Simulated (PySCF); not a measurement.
## Partial charges of `Fc1cnn[n-]1`

Compound: C2HFN3 (charge -1).
Atom-mapped SMILES: `[F:1][c:2]1[cH:3][n:4][n:5][n-:6]1` (hydrogens: H7 on C3)

Cartesian coordinates in Å at the GFN2-xTB level; atoms count from 1:
```
atom  x, y, z in Å
F1     1.8361   -0.8385   -0.4197
C2     0.5592   -0.4564   -0.1015
C3     0.1329    0.7845    0.3385
N4    -1.1933    0.6680    0.5148
N5    -1.5287   -0.5654    0.1994
N6    -0.4838   -1.2798   -0.1810
H7     0.6810    1.6924    0.5220
```

Density: PBE0/pcSseg-1 (PySCF); schemes: Mulliken, IAO, Hirshfeld and ESP-fitted. Geometry: GFN2-xTB; no solvent, vibrations or thermal averaging. The pcSseg-1 basis has no diffuse functions, a weakness for an anion.

Question: Tabulate the Mulliken, IAO, Hirshfeld and ESP-fitted charges.

Answer: In e:

```json
{"atom": "F1", "environment": "aryl fluorine", "Mulliken": "-0.334", "IAO": "-0.314", "Hirshfeld": "-0.155", "ESP-fitted": "-0.356"}
{"atom": "C2", "environment": "aromatic C–F carbon", "Mulliken": "+0.287", "IAO": "+0.248", "Hirshfeld": "+0.014", "ESP-fitted": "+0.561"}
{"atom": "C3", "environment": "aromatic CH next to a ring nitrogen", "Mulliken": "-0.101", "IAO": "-0.237", "Hirshfeld": "-0.147", "ESP-fitted": "-0.076"}
{"atom": "N4", "environment": "ring nitrogen", "Mulliken": "-0.340", "IAO": "-0.299", "Hirshfeld": "-0.253", "ESP-fitted": "-0.434"}
{"atom": "N5", "environment": "ring nitrogen", "Mulliken": "-0.192", "IAO": "-0.189", "Hirshfeld": "-0.202", "ESP-fitted": "-0.215"}
{"atom": "N6", "environment": "two-coordinate ring nitrogen", "Mulliken": "-0.354", "IAO": "-0.331", "Hirshfeld": "-0.269", "ESP-fitted": "-0.505"}
{"atom": "H7", "environment": "aromatic hydrogen", "Mulliken": "+0.035", "IAO": "+0.122", "Hirshfeld": "+0.011", "ESP-fitted": "+0.026"}
```

Mean size of the charges over all atoms: ESP-fitted 0.310 e, IAO 0.249 e, Mulliken 0.235 e, Hirshfeld 0.150 e. Each set sums to the total charge, -1, to within 0.001 e. The ESP scheme is a least-squares fit of atom-centred charges to the potential on four shells outside the van der Waals surface, with the total charge fixed. The IAO scheme projects the occupied orbitals on a minimal set of polarised atomic orbitals and counts the electrons in each atom's part of it.

Lowest charge. All schemes agree: Mulliken N6 (-0.354); IAO N6 (-0.331); Hirshfeld N6 (-0.269); ESP-fitted N6 (-0.505).

Highest charge. All schemes agree: Mulliken C2 (+0.287); IAO C2 (+0.248); Hirshfeld C2 (+0.014); ESP-fitted C2 (+0.561).

Question: Sum the charges by element, for elements with more than one atom.

Answer: 
```json
{"element": "C", "atoms": "2", "Mulliken": "+0.186", "IAO": "+0.011", "Hirshfeld": "-0.133", "ESP-fitted": "+0.485"}
{"element": "N", "atoms": "3", "Mulliken": "-0.886", "IAO": "-0.819", "Hirshfeld": "-0.723", "ESP-fitted": "-1.155"}
```

Question: How many electrons does the Hirshfeld scheme count on C2?

Answer: Z − q = 6 − (+0.014) = 5.986.

Question: How closely do the schemes follow one another over all atoms?

Answer: Correlation coefficient and root-mean-square difference: Mulliken with ESP-fitted 0.99, 0.124 e; Mulliken with IAO 0.95, 0.066 e; IAO with Hirshfeld 0.92, 0.123 e; IAO with ESP-fitted 0.92, 0.162 e; Mulliken with Hirshfeld 0.90, 0.133 e; Hirshfeld with ESP-fitted 0.88, 0.249 e.
